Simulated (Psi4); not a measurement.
# singlet CH5Si+ at 5 levels

We compute a comparison of 5 runs (HF/STO-3G, HF/3-21G, B3LYP/6-31G*, HSE06/aug-cc-pVDZ, TPSSh/aug-cc-pVDZ) of singlet CH5Si+. 

The calculation is run with Psi4 1.11.

1 further run of the same task is left out (set aside as unsound or not needed).

### 1 Starting point

The species is CH5Si+ (7 atoms), meant as a singlet with charge +1. As SMILES of the parent species, `C[SiH2]`. The shape is that of a PBE0-D4/def2-TZVP optimisation. That shape belongs to the parent species and isn't relaxed for this state.

Bond lengths: C1–Si2 1.875 Å, C1–H3 1.094 Å, C1–H4 1.092 Å, C1–H5 1.092 Å, Si2–H6 1.491 Å, Si2–H7 1.490 Å. Angles: C1–Si2–H6 111.8°, C1–Si2–H7 111.8°, Si2–C1–H3 110.5°, Si2–C1–H4 110.8°, Si2–C1–H5 110.8°, H6–Si2–H7 109.5°, H3–C1–H4 108.1°, H3–C1–H5 108.2°, H4–C1–H5 108.3°.

### 2 Energy and forces at HF/STO-3G (run 1)

calc.py reads:

```python
import psi4

psi4.set_memory(2200000000)
psi4.set_num_threads(1)
psi4.core.set_output_file('output.dat', False)

molecule = psi4.geometry("""
1 1
C     -0.23168042    -1.51782802     0.17990193
Si     0.33296974     1.95548859     0.59337400
H     -0.38701591    -1.99347209    -1.82660927
H      1.32129651    -2.61405815     0.98171272
H     -1.97873223    -2.09324963     1.11399355
H     -1.79807441     3.48919032    -0.42651119
H      2.74123672     2.77411795    -0.61605072
units bohr
symmetry c1
""")

options = {'basis': 'STO-3G', 'puream': True, 'e_convergence': 1e-09, 'd_convergence': 1e-08, 'scf_type': 'pk'}
psi4.set_options(options)

e, wfn = psi4.gradient("scf", molecule=molecule, return_wfn=True)
print('gradient / Eh bohr^-1')
print(e.np.round(6))
print(f'energy = {wfn.energy():.10f} Eh')
```

Command:

```console
$ python calc.py
```

output.dat:

```text
[...]
  Running in c1 symmetry.
[...]
  Nuclear repulsion =   55.683077169544077
[...]
  Multiplicity = 1
[...]
  Nalpha       = 12
  Nbeta        = 12
[...]
    Number of basis functions: 19
[...]
   @RHF iter   1:  -325.62474901969676   -1.91084e+00   1.02452e-02 ADIIS/DIIS
[...]
   @RHF iter  10:  -325.66296515547589   -1.42109e-12   6.60879e-09 DIIS
[...]
    Orbital Energies [Eh]
    ---------------------
    Doubly Occupied:
       1A    -68.361685     2A    -11.256903     3A     -6.333788
       4A     -4.357008     5A     -4.356520     6A     -4.356420
       7A     -1.143385     8A     -0.913715     9A     -0.764002
      10A     -0.750644    11A     -0.686488    12A     -0.664246
[...]
  @RHF Final Energy:  -325.66296515547589
   => Energetics <=
    Nuclear Repulsion Energy =             55.6830771695440774
    One-Electron Energy =                -554.8024751130130880
    Two-Electron Energy =                 173.4564327879931227
    Total Energy =                       -325.6629651554759448
[...]
 Multipole Moments:
 ------------------------------------------------------------------------------------
     Multipole            Electronic (a.u.)      Nuclear  (a.u.)        Total (a.u.)
 ------------------------------------------------------------------------------------
 L = 1.  Multiply by 2.5417464519 to convert [e a0] to [Debye]
 Dipole X            :          0.5464145           -0.4025338            0.1438807
 Dipole Y            :          2.9739895           -2.1903070            0.7836824
 Dipole Z            :          1.8573779           -1.3721925            0.4851854
 Magnitude           :                                                    0.9328798
[...]
  -Total Gradient:
     Atom            X                  Y                   Z
    ------   -----------------  -----------------  -----------------
       1       -0.000514194004     0.007726525123    -0.040754454223
       2        0.005025783697     0.004815450804     0.101056524433
       3       -0.002355185220    -0.014831429276    -0.000384247585
       4        0.004799732323    -0.001174639414     0.003818820004
       5       -0.004570677948     0.000306162902     0.004166224062
       6       -0.016084872559     0.003931735520    -0.033337472916
       7        0.013699413712    -0.000773805657    -0.034565393775
[...]
```

On the terminal:

```text
gradient / Eh bohr^-1
[[-0.000514  0.007727 -0.040754]
 [ 0.005026  0.004815  0.101057]
 [-0.002355 -0.014831 -0.000384]
 [ 0.0048   -0.001175  0.003819]
 [-0.004571  0.000306  0.004166]
 [-0.016085  0.003932 -0.033337]
 [ 0.013699 -0.000774 -0.034565]]
energy = -325.6629651555 Eh
```

It took 0.86 s on 1 thread of AMD EPYC 9R45 (Zen 5), shared host; peak memory 0.18 GiB.

### 3 The energy at HF/3-21G (run 2)

ch5si.py reads:

```python
import psi4

psi4.set_memory('2200 MB')
psi4.set_num_threads(1)
psi4.set_output_file('ch5si.out', False)

m = psi4.geometry("""
1 1
C     -0.122600    -0.803200     0.095200
Si     0.176200     1.034800     0.314000
H     -0.204800    -1.054900    -0.966600
H      0.699200    -1.383300     0.519500
H     -1.047100    -1.107700     0.589500
H     -0.951500     1.846400    -0.225700
H      1.450600     1.468000    -0.326000
symmetry c1
""")

options = {'reference': 'rhf', 'puream': True, 'e_convergence': 1e-09, 'd_convergence': 1e-08, 'scf_type': 'pk'}
psi4.set_options(options)

energy_value, wavefunction = psi4.energy("scf/3-21G", return_wfn=True)
print('E =', round(energy_value, 9))
```

Command:

```console
$ python ch5si.py
```

ch5si.out:

```text
[...]
  Running in c1 symmetry.
[...]
  Nuclear repulsion =   55.683077117445883
[...]
  Multiplicity = 1
[...]
  Nalpha       = 12
  Nbeta        = 12
[...]
    Number of basis functions: 32
[...]
   @RHF iter   1:  -327.57922390060821   -3.63741e-01   7.72157e-03 ADIIS/DIIS
[...]
   @RHF iter  11:  -327.62756381310066   -2.84217e-13   1.83299e-09 DIIS
[...]
    Orbital Energies [Eh]
    ---------------------
    Doubly Occupied:
       1A    -68.611678     2A    -11.387030     3A     -6.417738
       4A     -4.511896     5A     -4.511544     6A     -4.511070
       7A     -1.179539     8A     -0.936479     9A     -0.790386
      10A     -0.777358    11A     -0.713375    12A     -0.696242
[...]
  @RHF Final Energy:  -327.62756381310066
   => Energetics <=
    Nuclear Repulsion Energy =             55.6830771174458832
    One-Electron Energy =                -556.5326104992308274
    Two-Electron Energy =                 173.2219695686843295
    Total Energy =                       -327.6275638131006644
[...]
 Multipole Moments:
 ------------------------------------------------------------------------------------
     Multipole            Electronic (a.u.)      Nuclear  (a.u.)        Total (a.u.)
 ------------------------------------------------------------------------------------
 L = 1.  Multiply by 2.5417464519 to convert [e a0] to [Debye]
 Dipole X            :          0.5188482           -0.4025339            0.1163144
 Dipole Y            :          2.7878603           -2.1903070            0.5975532
 Dipole Z            :          1.8977942           -1.3721925            0.5256017
 Magnitude           :                                                    0.8042736
[...]
```

On the terminal:

```text
E = -327.627563813
```

Run time: 0.84 s. Hardware: 1 thread of AMD EPYC 9R45 (Zen 5), shared host; peak memory 0.18 GiB.

Runs 3 to 4 aren't shown in full; the table further down has their settings and results.

### 4 Energy and forces at TPSSh/aug-cc-pVDZ (run 5)

input.in reads:

```
memory 2200 mb

molecule mol {
  1 1
  C
  Si 1 1.87494
  H 1 1.094317 2 110.52863
  H 1 1.091743 3 108.14509 2 -121.48438
  H 1 1.091674 4 108.25734 3 116.95988
  H 2 1.490529 1 111.77425 5 -58.24645
  H 2 1.490422 6 109.46142 1 124.39949
  units angstrom
  symmetry c1
  no_reorient
  no_com
}

set globals {
  basis                aug-cc-pVDZ
  puream               true
  e_convergence        1e-09
  d_convergence        1e-08
  scf_type             pk
  dft_radial_points    99
  dft_spherical_points 590
}

result, w = gradient('tpssh', return_wfn=True)
oeprop(w, 'MULLIKEN_CHARGES', 'QUADRUPOLE', 'MAYER_INDICES')
```

Command:

```console
$ psi4 input.in input.out -n 1
```

input.out, shortened:

```text
[...]
  Running in c1 symmetry.
[...]
  Nuclear repulsion =   55.683071782465383
[...]
  Multiplicity = 1
[...]
  Nalpha       = 12
  Nbeta        = 12
[...]
    Number of basis functions: 95
[...]
   @RKS iter   1:  -329.99421551543151    2.96147e-02   7.67095e-03 ADIIS/DIIS
[...]
   @RKS iter  11:  -330.27939921485290   -9.09495e-13   1.70905e-09 DIIS
[...]
  @RKS Final Energy:  -330.27939921485290
   => Energetics <=
    Nuclear Repulsion Energy =             55.6830717824653831
    One-Electron Energy =                -558.9107103202361486
    Two-Electron Energy =                 198.1640836021477696
    DFT Exchange-Correlation Energy =     -25.2158442792299553
    Empirical Dispersion Energy =           0.0000000000000000
    VV10 Nonlocal Energy =                  0.0000000000000000
    Total Energy =                       -330.2793992148529014
[...]
  -Total Gradient:
     Atom            X                  Y                   Z
    ------   -----------------  -----------------  -----------------
       1       -0.000060770734     0.039248268156    -0.008084813686
       2        0.000143894420    -0.064224577328     0.030135958808
       3       -0.000011657311    -0.013496586664    -0.009303859803
       4       -0.004490733671     0.000917233656     0.003920925650
       5        0.004516851448     0.000949096439     0.003907333417
       6        0.004787060506     0.018318335486    -0.010283094978
       7       -0.004884666524     0.018288090805    -0.010292807303
[...]
 Multipole Moments:
 ------------------------------------------------------------------------------------
     Multipole            Electronic (a.u.)      Nuclear  (a.u.)        Total (a.u.)
 ------------------------------------------------------------------------------------
[...]
  Mulliken Charges: (a.u.)
   Center  Symbol    Alpha    Beta     Spin     Total
       1     C     2.82337  2.82337  0.00000  0.35326
       2    SI     6.61603  6.61603  0.00000  0.76794
       3     H     0.56677  0.56677  0.00000 -0.13353
       4     H     0.57611  0.57611  0.00000 -0.15222
       5     H     0.57620  0.57620  0.00000 -0.15241
       6     H     0.42080  0.42080  0.00000  0.15840
       7     H     0.42072  0.42072  0.00000  0.15856
   Total alpha = 12.00000, Total beta = 12.00000, Total charge =  1.00000
  Mayer Bond Indices:
[...]
```

It took 35 s on 1 thread of AMD EPYC 9R45 (Zen 5), shared host; peak memory 1.4 GiB.

### 5 Overview of the runs

| run | level | task | integration grid | energy (Eh) | HOMO energy (eV) | LUMO energy (eV) | HOMO–LUMO gap (eV) | wall time |
| --- | --- | --- | --- | --- | --- | --- | --- | --- |
| 1 | HF/STO-3G | gradient | – | -325.662965 | -18.08 | -4.68 | 13.40 | 0.86 s |
| 2 | HF/3-21G | energy | – | -327.627564 | -18.95 | -7.14 | 11.81 | 0.84 s |
| 3 | B3LYP/6-31G* (spherical functions) | gradient | 99 radial × 590 angular | -330.255961 | -15.64 | -10.67 | 4.97 | 5.7 s |
| 4 | HSE06/aug-cc-pVDZ | gradient | 99 radial × 590 angular | -330.093824 | -15.47 | -10.78 | 4.70 | 32 s |
| 5 | TPSSh/aug-cc-pVDZ | gradient | 99 radial × 590 angular | -330.279399 | -15.22 | -10.81 | 4.40 | 35 s |

### 6 Summary of results

```
                       quantity          value
            run 5: total energy  -330.27940 Eh
             run 5: HOMO energy      -15.22 eV
             run 5: LUMO energy      -10.81 eV
           run 5: HOMO–LUMO gap        4.40 eV
run 5: largest force on an atom     3.648 eV/Å
```

In words: The HOMO–LUMO gap runs from 4.40 eV (TPSSh/aug-cc-pVDZ) to 13.40 eV (HF/STO-3G). The two ends differ in method and basis. Totals of different functionals can't be ranked against each other. In run 1 the basis is minimal, so the values are rough. All runs together took 74 s, the longest 35 s.
